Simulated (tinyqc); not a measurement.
UHF in the sto-3g basis, for NH3+, spin multiplicity 2, step by step (part 2 of 3). This run ends on a higher stationary point, not on the lowest solution. Computed by tinyqc, a small Python program that keeps every step (integrals from PySCF). Command: `OMP_NUM_THREADS=1 python tinyqc.py 30340 30341 out.jsonl` (the two numbers bound the seeds that draw the settings). One thread of a shared host (Intel(R) Xeon(R) Processor @ 2.60GHz), about 0.2 s of CPU time with the checks.

Geometry (angstrom):
```
atom        x        y       z
N      0.0000   0.0000  0.1530
H      1.2970   0.0000  0.0000
H     -0.6480   1.1230  0.0000
H     -0.6480  -1.1230  0.0000
```

## Iteration 1: building the Fock matrix

D(alpha) at the start, order 1N 1s, 1N 2s, 1N 2px, 1N 2py, 1N 2pz, 2H 1s, 3H 1s, 4H 1s:
$$\begin{pmatrix}
0.0034 & -0.0275 & 0.0000 & 0.0000 & -0.0216 & 0.0333 & 0.0333 & 0.0333 \\
-0.0275 & 0.2320 & 0.0000 & 0.0000 & 0.0822 & -0.2949 & -0.2952 & -0.2952 \\
0.0000 & 0.0000 & 1.2091 & 0.0000 & 0.0000 & -0.4276 & 0.2139 & 0.2139 \\
0.0000 & 0.0000 & 0.0000 & 0.0814 & 0.0000 & 0.0000 & -0.2279 & 0.2279 \\
-0.0216 & 0.0822 & 0.0000 & 0.0000 & 0.9919 & 0.0342 & 0.0342 & 0.0342 \\
0.0333 & -0.2949 & -0.4276 & 0.0000 & 0.0342 & 1.2700 & -0.0420 & -0.0420 \\
0.0333 & -0.2952 & 0.2139 & -0.2279 & 0.0342 & -0.0420 & 1.2523 & -0.0240 \\
0.0333 & -0.2952 & 0.2139 & 0.2279 & 0.0342 & -0.0420 & -0.0240 & 1.2523
\end{pmatrix}$$

D(beta) at the start, order 1N 1s, 1N 2s, 1N 2px, 1N 2py, 1N 2pz, 2H 1s, 3H 1s, 4H 1s:
$$\begin{pmatrix}
0.0034 & -0.0275 & 0.0000 & 0.0000 & -0.0216 & 0.0333 & 0.0333 & 0.0333 \\
-0.0275 & 0.2320 & -0.0001 & 0.0000 & 0.0822 & -0.2949 & -0.2952 & -0.2952 \\
0.0000 & -0.0001 & 0.0813 & 0.0000 & 0.0000 & -0.2629 & 0.1315 & 0.1315 \\
0.0000 & 0.0000 & 0.0000 & 0.0814 & 0.0000 & 0.0000 & -0.2279 & 0.2279 \\
-0.0216 & 0.0822 & 0.0000 & 0.0000 & 0.9919 & 0.0342 & 0.0342 & 0.0342 \\
0.0333 & -0.2949 & -0.2629 & 0.0000 & 0.0342 & 1.2459 & -0.0300 & -0.0300 \\
0.0333 & -0.2952 & 0.1315 & -0.2279 & 0.0342 & -0.0300 & 1.2463 & -0.0300 \\
0.0333 & -0.2952 & 0.1315 & 0.2279 & 0.0342 & -0.0300 & -0.0300 & 1.2463
\end{pmatrix}$$

core Hamiltonian H = T + V (hartree), order 1N 1s, 1N 2s, 1N 2px, 1N 2py, 1N 2pz, 2H 1s, 3H 1s, 4H 1s:
$$\begin{pmatrix}
-25.4111 & -5.8471 & 0.0000 & 0.0000 & 0.0033 & -0.7371 & -0.7379 & -0.7379 \\
-5.8471 & -7.4682 & 0.0000 & 0.0000 & 0.0416 & -1.9987 & -2.0002 & -2.0002 \\
0.0000 & 0.0000 & -6.1546 & 0.0000 & 0.0000 & -1.6790 & 0.8397 & 0.8397 \\
0.0000 & 0.0000 & 0.0000 & -6.1547 & 0.0000 & 0.0000 & -1.4552 & 1.4552 \\
0.0033 & 0.0416 & 0.0000 & 0.0000 & -6.0503 & 0.2055 & 0.2057 & 0.2057 \\
-0.7371 & -1.9987 & -1.6790 & 0.0000 & 0.2055 & -3.7483 & -0.4166 & -0.4166 \\
-0.7379 & -2.0002 & 0.8397 & -1.4552 & 0.2057 & -0.4166 & -3.7492 & -0.4166 \\
-0.7379 & -2.0002 & 0.8397 & 1.4552 & 0.2057 & -0.4166 & -0.4166 & -3.7492
\end{pmatrix}$$

nuclear repulsion = 9.217820 hartree

Given earlier and not repeated: Two-electron integrals (ij|kl) in chemists' order.

J_ij = sum D_kl (ij|kl) with D = D(alpha) + D(beta), K_ij = sum D_kl (ik|jl) for each spin; F = H + J - K(s); E = tr D H + tr D J / 2 - 0.5 sum_s tr D(s) K(s) + E_nn.

Coulomb J (hartree), order 1N 1s, 1N 2s, 1N 2px, 1N 2py, 1N 2pz, 2H 1s, 3H 1s, 4H 1s:
$$\begin{pmatrix}
5.2609 & 1.2142 & -0.0006 & 0.0000 & 0.0063 & 0.1516 & 0.1516 & 0.1516 \\
1.2142 & 4.3793 & -0.0055 & 0.0000 & -0.0002 & 1.3290 & 1.3241 & 1.3241 \\
-0.0006 & -0.0055 & 4.4255 & 0.0000 & 0.0002 & 1.2903 & -0.6449 & -0.6449 \\
0.0000 & 0.0000 & 0.0000 & 4.3411 & 0.0000 & 0.0000 & 1.1039 & -1.1039 \\
0.0063 & -0.0002 & 0.0002 & 0.0000 & 4.3674 & -0.1537 & -0.1534 & -0.1534 \\
0.1516 & 1.3290 & 1.2903 & 0.0000 & -0.1537 & 3.6573 & 0.2888 & 0.2888 \\
0.1516 & 1.3241 & -0.6449 & 1.1039 & -0.1534 & 0.2888 & 3.6342 & 0.2897 \\
0.1516 & 1.3241 & -0.6449 & -1.1039 & -0.1534 & 0.2888 & 0.2897 & 3.6342
\end{pmatrix}$$

exchange K(alpha) (hartree), order 1N 1s, 1N 2s, 1N 2px, 1N 2py, 1N 2pz, 2H 1s, 3H 1s, 4H 1s:
$$\begin{pmatrix}
0.0493 & 0.0690 & -0.0004 & 0.0000 & 0.0033 & 0.0111 & 0.0094 & 0.0094 \\
0.0690 & 0.3592 & -0.0045 & 0.0000 & 0.0820 & 0.1611 & 0.1489 & 0.1489 \\
-0.0004 & -0.0045 & 0.8619 & 0.0000 & 0.0002 & 0.2695 & -0.1351 & -0.1351 \\
0.0000 & 0.0000 & 0.0000 & 0.1314 & 0.0000 & 0.0000 & 0.1220 & -0.1220 \\
0.0033 & 0.0820 & 0.0002 & 0.0000 & 0.8071 & -0.0132 & -0.0130 & -0.0130 \\
0.0111 & 0.1611 & 0.2695 & 0.0000 & -0.0132 & 0.8014 & 0.0310 & 0.0310 \\
0.0094 & 0.1489 & -0.1351 & 0.1220 & -0.0130 & 0.0310 & 0.7747 & 0.0458 \\
0.0094 & 0.1489 & -0.1351 & -0.1220 & -0.0130 & 0.0310 & 0.0458 & 0.7747
\end{pmatrix}$$

exchange K(beta) (hartree), order 1N 1s, 1N 2s, 1N 2px, 1N 2py, 1N 2pz, 2H 1s, 3H 1s, 4H 1s:
$$\begin{pmatrix}
0.0260 & 0.0338 & 0.0000 & 0.0000 & 0.0032 & 0.0034 & 0.0034 & 0.0034 \\
0.0338 & 0.1993 & 0.0000 & 0.0000 & 0.0809 & 0.1140 & 0.1141 & 0.1141 \\
0.0000 & 0.0000 & 0.0892 & 0.0000 & 0.0000 & 0.1332 & -0.0666 & -0.0666 \\
0.0000 & 0.0000 & 0.0000 & 0.0892 & 0.0000 & 0.0000 & 0.1154 & -0.1154 \\
0.0032 & 0.0809 & 0.0000 & 0.0000 & 0.7640 & -0.0123 & -0.0123 & -0.0123 \\
0.0034 & 0.1140 & 0.1332 & 0.0000 & -0.0123 & 0.7572 & 0.0329 & 0.0329 \\
0.0034 & 0.1141 & -0.0666 & 0.1154 & -0.0123 & 0.0329 & 0.7572 & 0.0328 \\
0.0034 & 0.1141 & -0.0666 & -0.1154 & -0.0123 & 0.0329 & 0.0328 & 0.7572
\end{pmatrix}$$

F(alpha) (hartree), order 1N 1s, 1N 2s, 1N 2px, 1N 2py, 1N 2pz, 2H 1s, 3H 1s, 4H 1s:
$$\begin{pmatrix}
-20.1994 & -4.7020 & -0.0002 & 0.0000 & 0.0063 & -0.5966 & -0.5956 & -0.5956 \\
-4.7020 & -3.4481 & -0.0010 & 0.0000 & -0.0406 & -0.8308 & -0.8251 & -0.8251 \\
-0.0002 & -0.0010 & -2.5911 & 0.0000 & 0.0000 & -0.6582 & 0.3299 & 0.3299 \\
0.0000 & 0.0000 & 0.0000 & -1.9451 & 0.0000 & 0.0000 & -0.4733 & 0.4733 \\
0.0063 & -0.0406 & 0.0000 & 0.0000 & -2.4900 & 0.0650 & 0.0653 & 0.0653 \\
-0.5966 & -0.8308 & -0.6582 & 0.0000 & 0.0650 & -0.8924 & -0.1588 & -0.1588 \\
-0.5956 & -0.8251 & 0.3299 & -0.4733 & 0.0653 & -0.1588 & -0.8897 & -0.1727 \\
-0.5956 & -0.8251 & 0.3299 & 0.4733 & 0.0653 & -0.1588 & -0.1727 & -0.8897
\end{pmatrix}$$

F(beta) (hartree), order 1N 1s, 1N 2s, 1N 2px, 1N 2py, 1N 2pz, 2H 1s, 3H 1s, 4H 1s:
$$\begin{pmatrix}
-20.1762 & -4.6668 & -0.0006 & 0.0000 & 0.0064 & -0.5890 & -0.5897 & -0.5897 \\
-4.6668 & -3.2882 & -0.0055 & 0.0000 & -0.0395 & -0.7838 & -0.7903 & -0.7903 \\
-0.0006 & -0.0055 & -1.8183 & 0.0000 & 0.0002 & -0.5219 & 0.2614 & 0.2614 \\
0.0000 & 0.0000 & 0.0000 & -1.9029 & 0.0000 & 0.0000 & -0.4667 & 0.4667 \\
0.0064 & -0.0395 & 0.0002 & 0.0000 & -2.4470 & 0.0641 & 0.0646 & 0.0646 \\
-0.5890 & -0.7838 & -0.5219 & 0.0000 & 0.0641 & -0.8483 & -0.1606 & -0.1606 \\
-0.5897 & -0.7903 & 0.2614 & -0.4667 & 0.0646 & -0.1606 & -0.8722 & -0.1597 \\
-0.5897 & -0.7903 & 0.2614 & 0.4667 & 0.0646 & -0.1606 & -0.1597 & -0.8722
\end{pmatrix}$$

total energy of this density = -15.971989 hartree

## Iteration 1: diagonalisation and new density

X, order 1N 1s, 1N 2s, 1N 2px, 1N 2py, 1N 2pz, 2H 1s, 3H 1s, 4H 1s:
$$\begin{pmatrix}
1.0237 & -0.1383 & 0.0000 & 0.0000 & 0.0019 & 0.0176 & 0.0176 & 0.0176 \\
-0.1383 & 1.1679 & 0.0000 & 0.0000 & -0.0166 & -0.1868 & -0.1869 & -0.1869 \\
0.0000 & 0.0000 & 1.0734 & 0.0000 & 0.0000 & -0.1949 & 0.0975 & 0.0975 \\
0.0000 & 0.0000 & 0.0000 & 1.0735 & 0.0000 & 0.0000 & -0.1690 & 0.1690 \\
0.0019 & -0.0166 & 0.0000 & 0.0000 & 1.0019 & 0.0213 & 0.0213 & 0.0213 \\
0.0176 & -0.1868 & -0.1949 & 0.0000 & 0.0213 & 1.0989 & -0.0214 & -0.0214 \\
0.0176 & -0.1869 & 0.0975 & -0.1690 & 0.0213 & -0.0214 & 1.0990 & -0.0214 \\
0.0176 & -0.1869 & 0.0975 & 0.1690 & 0.0213 & -0.0214 & -0.0214 & 1.0990
\end{pmatrix}$$

overlap S, order 1N 1s, 1N 2s, 1N 2px, 1N 2py, 1N 2pz, 2H 1s, 3H 1s, 4H 1s:
$$\begin{pmatrix}
1.0000 & 0.2350 & 0.0000 & 0.0000 & 0.0000 & 0.0294 & 0.0294 & 0.0294 \\
0.2350 & 1.0000 & 0.0000 & 0.0000 & 0.0000 & 0.3301 & 0.3303 & 0.3303 \\
0.0000 & 0.0000 & 1.0000 & 0.0000 & 0.0000 & 0.3259 & -0.1630 & -0.1630 \\
0.0000 & 0.0000 & 0.0000 & 1.0000 & 0.0000 & 0.0000 & 0.2825 & -0.2825 \\
0.0000 & 0.0000 & 0.0000 & 0.0000 & 1.0000 & -0.0384 & -0.0385 & -0.0385 \\
0.0294 & 0.3301 & 0.3259 & 0.0000 & -0.0384 & 1.0000 & 0.0785 & 0.0785 \\
0.0294 & 0.3303 & -0.1630 & 0.2825 & -0.0385 & 0.0785 & 1.0000 & 0.0785 \\
0.0294 & 0.3303 & -0.1630 & -0.2825 & -0.0385 & 0.0785 & 0.0785 & 1.0000
\end{pmatrix}$$

A level shift of 0.2 hartree raises the virtual space: F + shift (S - S D(s) S), with D(s) the density of one spin. Diagonalise F' = X^T F X, C = X C', fill 5 alpha and 4 beta electrons from the bottom; D(s) = C_occ C_occ^T. Each column has its largest component positive (the first on a tie).

F' = X^T F X (alpha) (hartree):
$$\begin{pmatrix}
-19.7572 & -2.0524 & 0.0000 & 0.0000 & 0.0155 & -0.0805 & -0.0801 & -0.0801 \\
-2.0524 & -2.5109 & 0.0003 & 0.0000 & -0.0621 & -0.1841 & -0.1743 & -0.1743 \\
0.0000 & 0.0003 & -2.6136 & 0.0000 & 0.0000 & -0.1266 & 0.0631 & 0.0631 \\
0.0000 & 0.0000 & 0.0000 & -1.7393 & 0.0000 & 0.0000 & -0.1016 & 0.1016 \\
0.0155 & -0.0621 & 0.0000 & 0.0000 & -2.4883 & 0.0089 & 0.0088 & 0.0088 \\
-0.0805 & -0.1841 & -0.1266 & 0.0000 & 0.0089 & -0.6614 & -0.0253 & -0.0253 \\
-0.0801 & -0.1743 & 0.0631 & -0.1016 & 0.0088 & -0.0253 & -0.6776 & -0.0252 \\
-0.0801 & -0.1743 & 0.0631 & 0.1016 & 0.0088 & -0.0253 & -0.0252 & -0.6776
\end{pmatrix}$$

orbital energies (alpha) (hartree): MO1 -19.9996, MO2 -2.6257, MO3 -2.5079, MO4 -2.3031, MO5 -1.7579, MO6 -0.6704, MO7 -0.6337, MO8 -0.6275

coefficients C (alpha), order 1N 1s, 1N 2s, 1N 2px, 1N 2py, 1N 2pz, 2H 1s, 3H 1s, 4H 1s:
$$\begin{pmatrix}
1.0008 & -0.0003 & -0.0749 & -0.2373 & 0.0000 & 0.0652 & 0.0000 & 0.0149 \\
-0.0039 & 0.0011 & 0.3282 & 1.0494 & 0.0000 & -0.5156 & 0.0000 & -0.1152 \\
0.0000 & 1.0515 & -0.0011 & -0.0021 & 0.0000 & 0.0680 & 0.0000 & -0.3143 \\
0.0000 & 0.0000 & 0.0000 & 0.0000 & 1.0337 & 0.0000 & -0.3753 & 0.0000 \\
-0.0002 & 0.0004 & 0.9501 & -0.3161 & 0.0000 & 0.0526 & 0.0000 & 0.0114 \\
0.0012 & -0.1234 & -0.0106 & -0.0724 & 0.0000 & 0.4241 & 0.0000 & 1.0400 \\
0.0011 & 0.0614 & -0.0123 & -0.0778 & -0.0655 & 0.7171 & 0.8074 & -0.3194 \\
0.0011 & 0.0614 & -0.0123 & -0.0778 & 0.0655 & 0.7171 & -0.8074 & -0.3194
\end{pmatrix}$$

F' = X^T F X (beta) (hartree):
$$\begin{pmatrix}
-19.7395 & -2.0375 & 0.0002 & 0.0000 & 0.0154 & -0.0810 & -0.0808 & -0.0808 \\
-2.0375 & -2.3503 & -0.0075 & 0.0000 & -0.0612 & -0.1629 & -0.1679 & -0.1679 \\
0.0002 & -0.0075 & -1.6071 & 0.0000 & 0.0004 & -0.1182 & 0.0592 & 0.0592 \\
0.0000 & 0.0000 & 0.0000 & -1.6952 & 0.0000 & 0.0000 & -0.1018 & 0.1018 \\
0.0154 & -0.0612 & 0.0004 & 0.0000 & -2.4452 & 0.0087 & 0.0089 & 0.0089 \\
-0.0810 & -0.1629 & -0.1182 & 0.0000 & 0.0087 & -0.6513 & -0.0248 & -0.0248 \\
-0.0808 & -0.1679 & 0.0592 & -0.1018 & 0.0089 & -0.0248 & -0.6737 & -0.0245 \\
-0.0808 & -0.1679 & 0.0592 & 0.1018 & 0.0089 & -0.0248 & -0.0245 & -0.6737
\end{pmatrix}$$

orbital energies (beta) (hartree): MO1 -19.9766, MO2 -2.4574, MO3 -2.1533, MO4 -1.7147, MO5 -1.6281, MO6 -0.6652, MO7 -0.6298, MO8 -0.6111

coefficients C (beta), order 1N 1s, 1N 2s, 1N 2px, 1N 2py, 1N 2pz, 2H 1s, 3H 1s, 4H 1s:
$$\begin{pmatrix}
1.0013 & -0.0473 & -0.2422 & 0.0000 & 0.0027 & 0.0671 & 0.0000 & 0.0106 \\
-0.0059 & 0.2075 & 1.0768 & 0.0000 & -0.0116 & -0.5271 & 0.0000 & -0.0867 \\
0.0000 & 0.0014 & 0.0140 & 0.0000 & 1.0276 & 0.0701 & 0.0000 & -0.3847 \\
0.0000 & 0.0000 & 0.0000 & 1.0318 & 0.0000 & 0.0000 & -0.3805 & 0.0000 \\
-0.0002 & 0.9797 & -0.2067 & 0.0000 & 0.0012 & 0.0535 & 0.0000 & 0.0089 \\
0.0014 & -0.0032 & -0.0783 & 0.0000 & -0.0620 & 0.4643 & 0.0000 & 1.0279 \\
0.0014 & -0.0023 & -0.0711 & -0.0614 & 0.0295 & 0.7050 & 0.8078 & -0.3512 \\
0.0014 & -0.0023 & -0.0711 & 0.0614 & 0.0295 & 0.7050 & -0.8078 & -0.3512
\end{pmatrix}$$

D(alpha) after iteration 1, order 1N 1s, 1N 2s, 1N 2px, 1N 2py, 1N 2pz, 2H 1s, 3H 1s, 4H 1s:
$$\begin{pmatrix}
1.0636 & -0.2775 & 0.0003 & 0.0000 & 0.0036 & 0.0192 & 0.0205 & 0.0205 \\
-0.2775 & 1.2090 & -0.0013 & 0.0000 & -0.0198 & -0.0796 & -0.0856 & -0.0856 \\
0.0003 & -0.0013 & 1.1057 & 0.0000 & 0.0000 & -0.1295 & 0.0648 & 0.0648 \\
0.0000 & 0.0000 & 0.0000 & 1.0686 & 0.0000 & 0.0000 & -0.0677 & 0.0677 \\
0.0036 & -0.0198 & 0.0000 & 0.0000 & 1.0025 & 0.0128 & 0.0130 & 0.0130 \\
0.0192 & -0.0796 & -0.1295 & 0.0000 & 0.0128 & 0.0206 & -0.0018 & -0.0018 \\
0.0205 & -0.0856 & 0.0648 & -0.0677 & 0.0130 & -0.0018 & 0.0143 & 0.0057 \\
0.0205 & -0.0856 & 0.0648 & 0.0677 & 0.0130 & -0.0018 & 0.0057 & 0.0143
\end{pmatrix}$$

D(beta) after iteration 1, order 1N 1s, 1N 2s, 1N 2px, 1N 2py, 1N 2pz, 2H 1s, 3H 1s, 4H 1s:
$$\begin{pmatrix}
1.0634 & -0.2765 & -0.0034 & 0.0000 & 0.0035 & 0.0205 & 0.0188 & 0.0188 \\
-0.2765 & 1.2026 & 0.0154 & 0.0000 & -0.0193 & -0.0850 & -0.0771 & -0.0771 \\
-0.0034 & 0.0154 & 0.0002 & 0.0000 & -0.0015 & -0.0011 & -0.0010 & -0.0010 \\
0.0000 & 0.0000 & 0.0000 & 1.0646 & 0.0000 & 0.0000 & -0.0633 & 0.0633 \\
0.0035 & -0.0193 & -0.0015 & 0.0000 & 1.0025 & 0.0130 & 0.0124 & 0.0124 \\
0.0205 & -0.0850 & -0.0011 & 0.0000 & 0.0130 & 0.0061 & 0.0056 & 0.0056 \\
0.0188 & -0.0771 & -0.0010 & -0.0633 & 0.0124 & 0.0056 & 0.0088 & 0.0013 \\
0.0188 & -0.0771 & -0.0010 & 0.0633 & 0.0124 & 0.0056 & 0.0013 & 0.0088
\end{pmatrix}$$

## Iteration 2: building the Fock matrix

As before.

Coulomb J (hartree), order 1N 1s, 1N 2s, 1N 2px, 1N 2py, 1N 2pz, 2H 1s, 3H 1s, 4H 1s:
$$\begin{pmatrix}
15.2276 & 2.8458 & 0.0009 & 0.0000 & -0.0008 & 0.3567 & 0.3571 & 0.3571 \\
2.8458 & 6.9436 & 0.0051 & 0.0000 & -0.0012 & 1.7754 & 1.7836 & 1.7836 \\
0.0009 & 0.0051 & 6.8802 & 0.0000 & -0.0002 & 1.5621 & -0.7825 & -0.7825 \\
0.0000 & 0.0000 & 0.0000 & 6.9634 & 0.0000 & 0.0000 & 1.3696 & -1.3696 \\
-0.0008 & -0.0012 & -0.0002 & 0.0000 & 6.9669 & -0.1859 & -0.1867 & -0.1867 \\
0.3567 & 1.7754 & 1.5621 & 0.0000 & -0.1859 & 3.5064 & 0.3586 & 0.3586 \\
0.3571 & 1.7836 & -0.7825 & 1.3696 & -0.1867 & 0.3586 & 3.5370 & 0.3578 \\
0.3571 & 1.7836 & -0.7825 & -1.3696 & -0.1867 & 0.3586 & 0.3578 & 3.5370
\end{pmatrix}$$

exchange K(alpha) (hartree), order 1N 1s, 1N 2s, 1N 2px, 1N 2py, 1N 2pz, 2H 1s, 3H 1s, 4H 1s:
$$\begin{pmatrix}
4.2863 & 0.7430 & -0.0002 & 0.0000 & -0.0001 & 0.0992 & 0.0995 & 0.0995 \\
0.7430 & 1.2485 & -0.0014 & 0.0000 & -0.0011 & 0.2858 & 0.2874 & 0.2874 \\
-0.0002 & -0.0014 & 1.0300 & 0.0000 & 0.0000 & 0.1917 & -0.0969 & -0.0969 \\
0.0000 & 0.0000 & 0.0000 & 1.0286 & 0.0000 & 0.0000 & 0.1788 & -0.1788 \\
-0.0001 & -0.0011 & 0.0000 & 0.0000 & 1.0275 & -0.0231 & -0.0232 & -0.0232 \\
0.0992 & 0.2858 & 0.1917 & 0.0000 & -0.0231 & 0.1202 & 0.0509 & 0.0509 \\
0.0995 & 0.2874 & -0.0969 & 0.1788 & -0.0232 & 0.0509 & 0.1284 & 0.0469 \\
0.0995 & 0.2874 & -0.0969 & -0.1788 & -0.0232 & 0.0509 & 0.0469 & 0.1284
\end{pmatrix}$$

exchange K(beta) (hartree), order 1N 1s, 1N 2s, 1N 2px, 1N 2py, 1N 2pz, 2H 1s, 3H 1s, 4H 1s:
$$\begin{pmatrix}
4.2632 & 0.7081 & 0.0006 & 0.0000 & -0.0002 & 0.0915 & 0.0936 & 0.0936 \\
0.7081 & 1.0884 & 0.0124 & 0.0000 & -0.0020 & 0.2372 & 0.2532 & 0.2532 \\
0.0006 & 0.0124 & 0.2556 & 0.0000 & -0.0010 & 0.0471 & -0.0216 & -0.0216 \\
0.0000 & 0.0000 & 0.0000 & 0.9866 & 0.0000 & 0.0000 & 0.1735 & -0.1735 \\
-0.0002 & -0.0020 & -0.0010 & 0.0000 & 0.9843 & -0.0222 & -0.0226 & -0.0226 \\
0.0915 & 0.2372 & 0.0471 & 0.0000 & -0.0222 & 0.0695 & 0.0544 & 0.0544 \\
0.0936 & 0.2532 & -0.0216 & 0.1735 & -0.0226 & 0.0544 & 0.1111 & 0.0330 \\
0.0936 & 0.2532 & -0.0216 & -0.1735 & -0.0226 & 0.0544 & 0.0330 & 0.1111
\end{pmatrix}$$

F(alpha) (hartree), order 1N 1s, 1N 2s, 1N 2px, 1N 2py, 1N 2pz, 2H 1s, 3H 1s, 4H 1s:
$$\begin{pmatrix}
-14.4698 & -3.7444 & 0.0010 & 0.0000 & 0.0027 & -0.4796 & -0.4802 & -0.4802 \\
-3.7444 & -1.7731 & 0.0065 & 0.0000 & 0.0415 & -0.5092 & -0.5040 & -0.5040 \\
0.0010 & 0.0065 & -0.3044 & 0.0000 & -0.0002 & -0.3086 & 0.1541 & 0.1541 \\
0.0000 & 0.0000 & 0.0000 & -0.2200 & 0.0000 & 0.0000 & -0.2643 & 0.2643 \\
0.0027 & 0.0415 & -0.0002 & 0.0000 & -0.1109 & 0.0427 & 0.0423 & 0.0423 \\
-0.4796 & -0.5092 & -0.3086 & 0.0000 & 0.0427 & -0.3621 & -0.1089 & -0.1089 \\
-0.4802 & -0.5040 & 0.1541 & -0.2643 & 0.0423 & -0.1089 & -0.3407 & -0.1057 \\
-0.4802 & -0.5040 & 0.1541 & 0.2643 & 0.0423 & -0.1089 & -0.1057 & -0.3407
\end{pmatrix}$$

F(beta) (hartree), order 1N 1s, 1N 2s, 1N 2px, 1N 2py, 1N 2pz, 2H 1s, 3H 1s, 4H 1s:
$$\begin{pmatrix}
-14.4467 & -3.7095 & 0.0003 & 0.0000 & 0.0028 & -0.4719 & -0.4743 & -0.4743 \\
-3.7095 & -1.6130 & -0.0074 & 0.0000 & 0.0424 & -0.4606 & -0.4698 & -0.4698 \\
0.0003 & -0.0074 & 0.4700 & 0.0000 & 0.0008 & -0.1640 & 0.0788 & 0.0788 \\
0.0000 & 0.0000 & 0.0000 & -0.1780 & 0.0000 & 0.0000 & -0.2591 & 0.2591 \\
0.0028 & 0.0424 & 0.0008 & 0.0000 & -0.0677 & 0.0418 & 0.0416 & 0.0416 \\
-0.4719 & -0.4606 & -0.1640 & 0.0000 & 0.0418 & -0.3114 & -0.1124 & -0.1124 \\
-0.4743 & -0.4698 & 0.0788 & -0.2591 & 0.0416 & -0.1124 & -0.3234 & -0.0918 \\
-0.4743 & -0.4698 & 0.0788 & 0.2591 & 0.0416 & -0.1124 & -0.0918 & -0.3234
\end{pmatrix}$$

total energy of this density = -53.657804 hartree
